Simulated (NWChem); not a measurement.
Atomisation of formamide (CH₃NO)

```xyz
6

N     -0.1950    -1.0788     0.0000
C     -0.3115     0.2767     0.0000
O      0.6121     1.0582     0.0000
H      0.7294    -1.4970     0.0000
H     -1.0089    -1.6799     0.0000
H     -1.3832     0.6024     0.0000
```
Charge 0, spin multiplicity 1.

The numbers come from NWChem runs, not from measurements. The geometry was optimised at B3LYP/def2-SVP, a minimum by its harmonic frequencies. It is one conformer; others weren't searched.

Basis set: def2-TZVP. The atomisation energy is electronic alone: no zero-point, thermal, spin-orbit or counterpoise terms. No value is extrapolated to the basis-set limit. Free atoms are single determinants with multiplicities N 4, C 3, O 3, H 2.

B3LYP has NWChem's definition, with VWN1-RPA local correlation. No SCF solution was tested for a lower state. Open-shell Hartree-Fock references start from PBE0 orbitals.

Question: One of these methods gave an atomisation energy of 374.0 kcal/mol. Which?
(A) PBE0
(B) LDA (SVWN5)
(C) PBE
(D) HF

Answer: D, HF. The others give 669.3 (LDA (SVWN5)), 568.4 (PBE0), 590.3 (PBE).
